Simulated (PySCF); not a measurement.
# Carbon: a sound run and one with changed settings

Sound run: C [He] 2s2 2p2, C⁺ [He] 2s2 2p1. Calculation: PySCF 2.14, in aug-cc-pVDZ (4s3p2d, 23 functions); no relativity, point nucleus. In the sound run the correlated levels freeze 1s2. The sound run starts from symmetry-adapted Hartree-Fock orbitals and uses a fine grid where one is needed.

Changed run: a valence shell is frozen. This setting is unsound on purpose.

| species | method | sound run (hartree) | changed run (hartree) | converged |
| --- | --- | --- | --- | --- |
| C | MP2 | -37.74146 | -37.69361 | yes |
| C | CCSD(T) | -37.76487 | -37.69589 | yes |

Ionisation energy of C:

```tsv
method	sound run (eV)	changed run (eV)
UHF	10.817	10.817
MP2	11.145	10.976
SCS-MP2	11.036	10.870
CCSD	11.050	11.038
CCSD(T)	11.066	11.038
CCSDT	n/a	11.038
FCI	n/a	11.038
```

Freezing a valence shell removes pair correlation that changes on ionisation.

For comparison, NIST gives 11.260 eV between the lowest levels.
